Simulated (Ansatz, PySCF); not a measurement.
Cohesive energy (eV/atom) of 44 elemental solids other than molecular ones, computed with PBE (Ansatz, a first-principles code, PySCF; the runs differ in potentials, basis or settings) and with LDA in Ansatz (PAW). The set holds measured phases with no doubt noted on the run or the magnetic state but for the caveats below. 4 more of the class have both values but aren't in it, for one of these reasons: built or high-temperature cells, doubts on the run or the magnetic state, unlike cells, values of zero, layered or molecular crystals. Solids without a value at one level (not run, failed, or a magnetic order lost), or held back for tests, aren't counted.

Every twentieth of the way through the set, in order of the shift (worked out from unrounded values):

```json
[
 {"solid": "bcc K", "PBE": "0.87", "LDA": "1.02", "shift (eV/atom)": "+0.15"},
 {"solid": "bcc Cs", "PBE": "0.71", "LDA": "0.87", "shift (eV/atom)": "+0.16"},
 {"solid": "bcc Li", "PBE": "1.61", "LDA": "1.80", "shift (eV/atom)": "+0.20"},
 {"solid": "fcc Sr", "PBE": "1.61", "LDA": "1.89", "shift (eV/atom)": "+0.27"},
 {"solid": "hcp Be", "PBE": "3.73", "LDA": "4.23", "shift (eV/atom)": "+0.50"},
 {"solid": "hcp Y", "PBE": "4.19", "LDA": "4.92", "shift (eV/atom)": "+0.73"},
 {"solid": "hcp Sc", "PBE": "4.12", "LDA": "4.89", "shift (eV/atom)": "+0.77"},
 {"solid": "hcp Cd", "PBE": "0.75", "LDA": "1.52", "shift (eV/atom)": "+0.78"},
 {"solid": "hcp Lu", "PBE": "4.17", "LDA": "4.96", "shift (eV/atom)": "+0.78"},
 {"solid": "diamond-structure Si", "PBE": "4.49", "LDA": "5.29", "shift (eV/atom)": "+0.80"},
 {"solid": "white tin (β-Sn)", "PBE": "3.13", "LDA": "3.97", "shift (eV/atom)": "+0.84"},
 {"solid": "fcc Cu", "PBE": "3.52", "LDA": "4.56", "shift (eV/atom)": "+1.04"},
 {"solid": "hcp Hf", "PBE": "6.41", "LDA": "7.53", "shift (eV/atom)": "+1.12"},
 {"solid": "hcp Zr", "PBE": "6.20", "LDA": "7.41", "shift (eV/atom)": "+1.21"},
 {"solid": "fcc Au", "PBE": "3.05", "LDA": "4.33", "shift (eV/atom)": "+1.28"},
 {"solid": "fcc Pd", "PBE": "3.71", "LDA": "5.06", "shift (eV/atom)": "+1.35"},
 {"solid": "bcc Fe", "PBE": "4.91", "LDA": "6.45", "shift (eV/atom)": "+1.53"},
 {"solid": "bcc Mo", "PBE": "6.31", "LDA": "8.10", "shift (eV/atom)": "+1.79"},
 {"solid": "fcc Rh", "PBE": "5.73", "LDA": "7.60", "shift (eV/atom)": "+1.87"},
 {"solid": "hcp Os", "PBE": "8.41", "LDA": "10.31", "shift (eV/atom)": "+1.90"},
 {"solid": "hcp Ru", "PBE": "6.76", "LDA": "8.78", "shift (eV/atom)": "+2.03"}
]
```

The shift from PBE to LDA has a median of +0.83 eV/atom, and eight in ten lie between +0.22 eV/atom and +1.85 eV/atom; LDA is the larger in 44 of 44.

Ansatz's runs of these crystals have no spin polarisation, but for bcc Fe, hcp Co, fcc Ni.

Density-functional runs with spin start from parallel moments for bcc Fe, parallel moments for hcp Co, parallel moments for fcc Ni.

Spin–orbit coupling is left out, also for the solids with elements from indium on (bcc Ta, body-centred tetragonal In, hcp Os, bcc Ba, white tin (β-Sn), grey tin (α-Sn), bcc W, hcp Tl, fcc Ir, hcp Re and 5 more); its size isn't shown.

Free atoms are spin-polarised, in the lowest state found; at levels without +SOC their spin–orbit coupling is left out. The solid named is at each level's own relaxed cell; a reference phase can be a single point on another level's cell. Caveats: the cell is over a tenth larger than the published one (another phase or state, or a fault of the published cell, is possible) (PBE: hcp Tl). Ansatz's density-functional and Hartree–Fock values are scalar-relativistic unless marked +SOC, with PAW data made under PBE.
